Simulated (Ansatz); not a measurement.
# Redistribution: C2H3F3O + C3H4F2 → C2H4F2O + C3H3F3

Species: C2H3F3O `FCOC(F)F`, singlet; C3H4F2 `C=CC(F)F`, singlet; C2H4F2O `COC(F)F`, singlet; C3H3F3 (3,3,3-trifluoropropene) `C=CC(F)(F)F`, singlet. The partners trade F for H; both sit on C, so the bond types are kept.

Shapes, held fixed at every level: PBE0-D4/def2-TZVP. Flexible molecules stand in one conformer, not always the lowest. Programs: Ansatz 0.2.0. The zero-point and thermal change to 298 K, harmonic and unscaled (PBE0-D4/def2-TZVP), is -3.8 kJ/mol.

```csv
level,kind,ΔH(298 K) (kJ/mol),less CCSD(T)/CBS estimate
SPW92/def2-TZVPP,LDA,-43.8,-7.6
r2SCAN-D4/def2-TZVPP,meta-GGA,-41.9,-5.7
B3LYP-D4/def2-TZVPP,global hybrid,-33.8,+2.4
wB97X-V/def2-TZVPP,range-separated hybrid,-37.3,-1.1
B2PLYP/def2-TZVPP,double hybrid,-34.9,+1.3
MP2/def2-TZVPP,perturbation theory,-38.1,-1.9
CCSD/def2-TZVPP,coupled cluster or CI,-36.6,-0.4
CCSD(T)/CBS estimate,coupled cluster or CI,-36.2,0.0
```

The highest level, CCSD(T)/CBS estimate, gives ΔH(298 K) = -36.2 kJ/mol; the levels span -43.8 to -33.8. The column of differences is taken from that level and isn't an error. No measured value is set beside it here. The CBS estimate extrapolates MP2 from def2-TZVPP and def2-QZVPP and adds CCSD(T) − MP2 in the triple-zeta set, cores frozen.
